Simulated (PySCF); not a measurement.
Molecule: 3,3-dimethyl-1-butene, C$_{6}$H$_{12}$.

Bonds (- single, = double, # triple, : aromatic): C1=C2, C2-C3, C3-C4, C3-C5, C3-C6. C1 carries H7, H8; C2 carries H9; C4 carries H10, H11, H12; C5 carries H13, H14, H15; C6 carries H16, H17, H18. H8 is cis to C3; H7 is trans to C3.

Geometry PBE0-D3(BJ)/def2-SVP throughout; GIAO in PySCF 2.14, gas phase, one conformer, non-relativistic; equivalent atoms averaged; basis pcSseg-1.

Question: How do the absolute shieldings σ depend on the functional? (ppm; last column core-seconds on shared hosts with different chips, so compare them loosely; the GGAs took longer than the global hybrids here, which isn't the general rule, and the cause wasn't traced)

Answer: 
```tsv
functional	kind	C2	C1	C4/C5/C6	C3	H9	H8	H7	H10/H11/H12/H13/H14/H15/H16/H17/H18	core-s
HF	Hartree–Fock	32.5	74.2	162.1	163.5	25.78	26.54	26.56	30.72	16
LDA	LDA	14.4	61.1	149.1	142.1	24.54	25.59	25.60	29.80	26
PBE	GGA	21.8	65.9	149.2	142.6	25.08	26.07	26.08	30.17	26
BLYP	GGA	16.1	61.9	143.8	136.7	25.34	26.35	26.37	30.32	25
BP86	GGA	21.5	65.7	148.7	141.8	25.15	26.14	26.16	30.22	27
OPBE	GGA	35.3	75.0	156.4	150.4	25.15	26.05	26.03	30.22	25
KT2	GGA	34.3	76.3	153.1	145.9	25.22	26.17	26.22	30.14	31
KT3	GGA	36.5	76.9	153.0	146.0	25.46	26.36	26.38	30.30	31
B97-D	GGA	26.3	69.2	148.6	142.1	25.41	26.37	26.40	30.35	31
B3LYP	global hybrid	18.8	63.6	148.2	142.9	25.38	26.32	26.33	30.36	21
PBE0	global hybrid	25.1	67.9	154.2	149.7	25.19	26.08	26.08	30.26	20
mPW1PW91	global hybrid	24.4	67.1	153.4	148.9	25.26	26.15	26.15	30.31	21
WP04	global hybrid	16.0	57.0	142.5	133.5	25.91	26.70	26.70	30.57	18
B97-2	global hybrid	28.2	70.2	153.7	149.0	25.37	26.25	26.27	30.36	17
BHandHLYP	global hybrid	23.0	66.6	153.8	150.9	25.48	26.33	26.35	30.45	17
CAM-B3LYP	range-separated hybrid	19.4	63.9	151.8	148.0	25.30	26.18	26.21	30.32	23
wB97X-D	range-separated hybrid	24.5	67.2	154.0	150.5	25.33	26.18	26.21	30.37	22
LC-wPBE	range-separated hybrid	25.8	67.0	159.1	156.9	25.24	26.01	26.02	30.34	32
```

Question: Which nucleus moves most, in ppm?

Answer: C3 (allylic quaternary sp3 carbon): from 133.5 ppm with WP04 to 163.5 ppm with HF. The smallest spread is 0.92 ppm, at H10/H11/H12/H13/H14/H15/H16/H17/H18. Proton shifts span only some 12 ppm, so a few tenths of a ppm matter as much there as several ppm in carbon.
